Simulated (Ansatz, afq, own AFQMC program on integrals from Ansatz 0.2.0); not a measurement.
# AlSiH₂ (quartet): AFQMC on the coupled-cluster ladder, cc-pVTZ, part 2 of 2

Ansatz 0.2.0, Gaussian basis, and an in-house AFQMC program (afq) on its integrals; all values are calculated; cc-pVTZ, frozen cores.

### Step 10. CCSD(T) on UHF

in.yaml reads:

```yaml
crystal:
  periodic: [false, false, false]
  atoms:
    - {symbol: Si, position_ang: [0.000000, 0.000000, 1.274311]}
    - {symbol: Al, position_ang: [0.000000, 0.000000, -1.178752]}
    - {symbol: H, position_ang: [0.000000, -1.380606, -1.976865]}
    - {symbol: H, position_ang: [0.000000, 1.380606, -1.976865]}
basis:
  gaussian: {orbitals: def2-TZVPP}
magnetization: {spin_polarized: true, initial_magnetization: 3}
correlation: {method: ccsd_t, electrons: outside_noble_gas}
```

Started as:

```
$ ansatz run in.yaml --threads 1 --pin off --events-out ev --progress --plain --max-ram 16896MiB --backend cuda --devices 0, --max-vram 18GiB
```

Log (excerpt; [...] marks lines left out):

```text
Functional definition: HF
  name "HF"
  cite "Fock, Z. Phys. 61, 126 (1930) doi:10.1007/BF01340294"
  parent pbe
[...]
657 factors; integrals over basis functions are off by at most 1.1e-3 eV
[...]
mean field -14474.80993172 eV, -531.9394536121 hartree, gradient 1.6e-6 eV, S^2 3.753667; 1 other end points of the search recorded, 0 dependent functions left out
determinant -14474.80993172 eV, -531.9394536121 hartree, with singles and doubles -14479.70898422 eV, -532.1194904709 hartree
determinant -14471.87475115 eV, -531.8315877157 hartree, with singles and doubles -14476.78184267 eV, -532.0119200030 hartree
10 core orbitals not correlated: weight in the atoms' cores, before any rotation towards them, 1.000 or more for the frozen orbitals, at most 0.000 for the correlated occupied ones
reference -14474.80993172 eV, -531.9394536121 hartree; 6, 3 occupied and 96, 99 virtual orbitals, 657 factors
second order -3.89987015 eV of doubles, -0.00000000 eV of singles
cycle   1  -4.78407876 eV  change   -3.0e-1 eV  update   2.1e-2
[...]
cycle   9  -4.80146107 eV  change    4.5e-6 eV  update   9.4e-6
perturbative correction -0.18952094 eV, -0.0069647662 hartree
Total energy: -14479.80091373 eV, -532.1228688180 hartree
```

Run time: 5.5 s. Hardware: 1 × NVIDIA H100 80GB HBM3 with 1 thread of AMD EPYC 7R13 (Zen 3), shared host; peak host memory 1.8 GiB.

From the report: ⟨S²⟩ of the determinant 3.754 (pure quartet: 3.75); correlation -4.9910 eV; T1 0.027; largest double amplitude 0.05.

### Step 11. CCSD(T) on UHF

in.yaml, as its differences from that of step 10:

```diff
@@ -8,3 +8,3 @@
 basis:
-  gaussian: {orbitals: def2-TZVPP}
+  gaussian: {orbitals: "def2-QZVPP.json"}
 magnetization: {spin_polarized: true, initial_magnetization: 3}
```

The command is unchanged.

Log (excerpt; [...] marks lines left out):

```text
Functional definition: HF
  name "HF"
  cite "Fock, Z. Phys. 61, 126 (1930) doi:10.1007/BF01340294"
  parent pbe
[...]
1163 factors; integrals over basis functions are off by at most 7.9e-4 eV
[...]
mean field -14475.22169479 eV, -531.9545856260 hartree, gradient 1.7e-6 eV, S^2 3.753867; 1 other end points of the search recorded, 0 dependent functions left out
determinant -14475.22169479 eV, -531.9545856260 hartree, with singles and doubles -14480.40694389 eV, -532.1451400157 hartree
determinant -14472.30424061 eV, -531.8473711623 hartree, with singles and doubles -14477.49177032 eV, -532.0380093629 hartree
10 core orbitals not correlated: weight in the atoms' cores, before any rotation towards them, 1.000 or more for the frozen orbitals, at most 0.000 for the correlated occupied ones
reference -14475.22169479 eV, -531.9545856260 hartree; 6, 3 occupied and 184, 187 virtual orbitals, 1163 factors
second order -4.17974260 eV of doubles, -0.00000000 eV of singles
cycle   1  -4.97066817 eV  change   -3.9e-1 eV  update   2.5e-2
[...]
cycle   9  -4.99581355 eV  change    2.1e-6 eV  update   1.1e-5
perturbative correction -0.21346109 eV, -0.0078445504 hartree
Total energy: -14480.43096944 eV, -532.1460229382 hartree
```

It took 6.5 s on 1 × NVIDIA H100 80GB HBM3 with 1 thread of AMD EPYC 7R13 (Zen 3), shared host; peak host memory 1.8 GiB.

From the report: ⟨S²⟩ of the determinant 3.754 (pure quartet: 3.75); correlation -5.2093 eV; T1 0.027; largest double amplitude 0.05.

### Step 12. Phaseless AFQMC, CISD trial on UHF

It reads the integrals that the CCSD(T) run on this determinant wrote.

Started as:

```
$ afq ham --method phaseless --trial cisd --walkers 800 --populations 20 --least-time 60 --time-step 0.005 --steps-per-block 50 --equilibration-blocks 28 --max-blocks 4000 --target-error 0.00018 --factor-cut 1e-05 --start spin_pure --seed 8706 --release-times 0.24,0.51,0.99,1.62,2.4 --release-step 0.03 --release-every 3 --taylor-order 6
```

Log:

```text
orbitals 86  electrons 6 3  factors 564 of 579
reference energy -531.94769774 Eh
CCSD correlation -0.17630850 Eh in 12 cycles, weight of the determinant in the CISD state 0.8701
energy of the start -532.123915 Eh
 block  time / (1/Eh)  mean weight  energy / Eh
     1     0.250  0.9998  -532.122006
     2     0.500  0.9992  -532.122701
     3     0.750  0.9993  -532.124211
     4     1.000  1.0002  -532.125697
     5     1.250  1.0005  -532.126632
     6     1.500  1.0002  -532.127704
     7     1.750  1.0001  -532.128834
     8     2.000  1.0001  -532.129306
     9     2.250  0.9997  -532.129321
    10     2.500  1.0002  -532.129754
    13     3.250  0.9990  -532.130865
    17     4.250  0.9998  -532.131786
    21     5.250  1.0002  -532.131012
    25     6.250  0.9995  -532.131367
    29     7.250  0.9996  -532.131810
    33     8.250  0.9996  -532.132277
    37     9.250  0.9998  -532.131676
    41    10.250  1.0001  -532.132457
    45    11.250  1.0000  -532.131681
    49    12.250  1.0000  -532.132759
    53    13.250  0.9997  -532.132437
    57    14.250  0.9998  -532.133119
    61    15.250  1.0000  -532.132007
    65    16.250  0.9995  -532.133120
    69    17.250  0.9996  -532.133589
    73    18.250  0.9997  -532.133789
    77    19.250  0.9999  -532.134308
    81    20.250  1.0000  -532.130324
    85    21.250  1.0003  -532.132967
    89    22.250  1.0000  -532.133779
    93    23.250  1.0005  -532.131959
    97    24.250  1.0003  -532.132270
   101    25.250  1.0000  -532.132609
   105    26.250  0.9999  -532.132575
   109    27.250  1.0000  -532.132272
   113    28.250  1.0005  -532.133545
   117    29.250  1.0001  -532.133771
   121    30.250  1.0001  -532.133206
   125    31.250  1.0004  -532.131658
   129    32.250  1.0008  -532.132013
   133    33.250  0.9998  -532.131962
   137    34.250  0.9998  -532.132657
   141    35.250  1.0002  -532.131433
   145    36.250  1.0006  -532.131705
   149    37.250  1.0000  -532.133094
   153    38.250  1.0006  -532.132240
   157    39.250  1.0005  -532.132814
   161    40.250  1.0002  -532.132364
   165    41.250  0.9996  -532.132922
error from the spread of 20 populations
released: time / (1/Eh)  energy / Eh  error  mean overlap
  0.24  -532.132444  0.000191  0.9993
  0.51  -532.132626  0.000161  0.9945
  0.99  -532.132676  0.000163  0.9946
  1.62  -532.132723  0.000156  0.9894
  2.40  -532.132671  0.000131  0.9876
energy -532.132443 +/- 0.000175 Eh
```

It took 79 s on 1 × NVIDIA H100 80GB HBM3 with 2 threads of AMD EPYC 7R13 (Zen 3), shared host; peak host memory 1.8 GiB.

Energy -14480.0615 ± 0.0048 eV. Caveats: constraint bias not in the error.

### Step 13. Phaseless AFQMC, single-determinant trial on UHF

It reads the integrals that the CCSD(T) run on this determinant wrote.

Started as:

```
$ afq ham --method phaseless --trial hf --walkers 800 --populations 10 --least-time 40 --time-step 0.005 --steps-per-block 20 --equilibration-blocks 112 --max-blocks 4000 --target-error 0.0009000000000000001 --factor-cut 1e-05 --start spin_pure --seed 7667 --taylor-order 6
```

Log:

```text
orbitals 86  electrons 6 3  factors 564 of 579
reference energy -531.94769774 Eh
CCSD correlation -0.17630850 Eh in 12 cycles, weight of the determinant in the CISD state 0.8701
energy of the start -531.947759 Eh
 block  time / (1/Eh)  mean weight  energy / Eh
     1     0.100  1.0011  -531.977573
     2     0.200  1.0010  -531.999525
     3     0.300  1.0008  -532.018535
     4     0.400  1.0009  -532.032111
     5     0.500  1.0011  -532.045299
     6     0.600  1.0012  -532.054436
     7     0.700  1.0007  -532.063156
     8     0.800  1.0001  -532.071182
     9     0.900  1.0005  -532.079500
    10     1.000  1.0003  -532.085443
    17     1.700  1.0000  -532.108879
    33     3.300  1.0001  -532.119693
    49     4.900  0.9998  -532.129545
    65     6.500  1.0002  -532.129107
    81     8.100  0.9995  -532.133797
    97     9.700  0.9993  -532.135616
   113    11.300  0.9995  -532.137910
   129    12.900  0.9999  -532.127498
   145    14.500  0.9993  -532.125494
   161    16.100  1.0001  -532.132761
   177    17.700  0.9998  -532.126219
   193    19.300  0.9997  -532.135604
   209    20.900  1.0002  -532.142929
   225    22.500  1.0001  -532.133471
   241    24.100  0.9999  -532.133299
   257    25.700  1.0002  -532.139187
   273    27.300  1.0001  -532.128688
   289    28.900  1.0006  -532.133139
   305    30.500  1.0003  -532.137358
   321    32.100  1.0003  -532.133686
   337    33.700  1.0000  -532.140457
   353    35.300  0.9999  -532.131062
   369    36.900  1.0004  -532.139484
   385    38.500  0.9999  -532.134990
   401    40.100  1.0000  -532.135861
   417    41.700  1.0001  -532.131022
   433    43.300  0.9999  -532.131700
   449    44.900  1.0001  -532.135897
   465    46.500  1.0002  -532.132399
   481    48.100  0.9997  -532.135226
   497    49.700  0.9993  -532.138113
   513    51.300  0.9991  -532.153849
   529    52.900  1.0000  -532.133362
   545    54.500  1.0000  -532.133435
   561    56.100  1.0004  -532.128673
   577    57.700  1.0002  -532.128791
   593    59.300  0.9997  -532.128802
   609    60.900  1.0003  -532.134851
   625    62.500  1.0004  -532.137049
   641    64.100  1.0000  -532.129609
   657    65.700  1.0004  -532.128739
error from the spread of 10 populations
energy -532.133452 +/- 0.000900 Eh
```

It took 86 s on 1 × NVIDIA H100 80GB HBM3 with 2 threads of AMD EPYC 7R13 (Zen 3), shared host; peak host memory 1.8 GiB.

Energy -14480.0889 ± 0.0245 eV. Caveats: constraint bias not in the error.

### Step 14. Free-projection AFQMC, CISD trial on UHF

It reads the integrals that the CCSD(T) run on this determinant wrote.

Started as:

```
$ afq ham --method free --trial cisd --walkers 800 --time-step 0.03 --max-blocks 4000 --target-error 0.00036 --factor-cut 1e-05 --seed 1647 --times 0,0.3,0.6,1.2,1.8,2.4,3.6,4.8,6 --taylor-order 8
```

Log:

```text
orbitals 86  electrons 6 3  factors 564 of 579
reference energy -531.94769774 Eh
CCSD correlation -0.17630850 Eh in 12 cycles, weight of the determinant in the CISD state 0.8701
repeat  energy at the last time / Eh  error
    10  -532.133896  0.000749
    20  -532.133209  0.000488
    30  -532.133196  0.000364
time / (1/Eh)  energy / Eh  error  mean overlap
  0.00  -532.124039  0.000033  1.1497
  0.30  -532.127682  0.000054  1.1498
  0.60  -532.129479  0.000056  1.1528
  1.20  -532.131210  0.000070  1.1565
  1.80  -532.132044  0.000108  1.1608
  2.40  -532.132275  0.000100  1.1603
  3.60  -532.132592  0.000180  1.1526
  4.80  -532.133087  0.000202  1.1490
  6.00  -532.133168  0.000352  1.1342
energy -532.133168 +/- 0.000352 Eh
```

Wall time 57 s (1 × NVIDIA H100 80GB HBM3 with 2 threads of AMD EPYC 7R13 (Zen 3), shared host); peak host memory 1.8 GiB.

Energy -14480.0812 ± 0.0096 eV. Caveats: remainder of the start not in the error.

### Step 15. All levels side by side

On the UHF determinant, counted from CCSDT(Q) (a yardstick, not exact):

```tsv
level	energy (eV)	from CCSDT(Q) (kcal/mol)	statistical error (kcal/mol)	time
HF	-14475.0343	+116.13		
MP2	-14478.9325	+26.24		
CCSD	-14479.8319	+5.50		
CCSD(T)	-14480.0197	+1.17		
CCSDT(Q)	-14480.0703	0.00		
Phaseless AFQMC, CISD trial, step 0.005, 800 walkers	-14480.0615	+0.20	0.11	79 s
Phaseless AFQMC, single-determinant trial, step 0.005, 800 walkers	-14480.0889	-0.43	0.56	86 s
Free-projection AFQMC, CISD trial, step 0.03, 800 walkers	-14480.0812	-0.25	0.22	57 s
```

The functionals' totals stand on their own zeros and serve differences with other points: PBE -14496.181 eV; r2SCAN -14502.632 eV; PBE0 -14497.614 eV; B3LYP -14505.164 eV; wB97M-V -14502.685 eV; B2PLYP -14497.462 eV.

### Step 16. Outcome

This closing draws on all 2 parts.

| quantity | value |
| --- | --- |
| CCSD(T) on UHF from CCSDT(Q) | +1.17 kcal/mol |
| Phaseless AFQMC, CISD trial on UHF from CCSDT(Q) | +0.20 ± 0.11 kcal/mol |
| Phaseless AFQMC, single-determinant trial on UHF from CCSDT(Q) | -0.43 ± 0.56 kcal/mol |
| Free-projection AFQMC, CISD trial on UHF from CCSDT(Q) | -0.25 ± 0.22 kcal/mol |

In words: On UHF the phaseless walk with the CISD trial lies +0.20 kcal/mol from CCSDT(Q), within three error bars. Free projection has no constraint; at the last time it gives -0.25 ± 0.22 kcal/mol, and from a start that isn't spin pure other spins can mix in. Error bars are statistical and leave out the constraint, the time step and what remains of the start.
